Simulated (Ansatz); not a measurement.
hcp Ti, treated with PBEsol (Ansatz, a first-principles code, plane waves, PAW).

A relaxed, unreconstructed slab of the (0001) face has 6 atoms, two equal faces of 7.289 Å² each and an energy of -14841.4044 eV. A bulk cell of 2 atoms with the same orientation and in-plane k mesh has -4947.7919 eV. Energies are extrapolated to zero smearing.

Numerical settings: plane-wave cutoff 500 eV, 24×24×1 k mesh (along the axes of the cell as run), Fermi–Dirac smearing 0.1 eV, scalar-relativistic PAW data made under PBE.

Worked out: γ = (E_slab − N E_bulk per atom)/2A = [-14841.4044 − 6 × (-4947.7919/2)]/(2 × 7.289) = 0.1352 eV/Å². With 16.022 J/m² per eV/Å² this is 2.17 J/m², or 0.99 eV per surface cell and face.
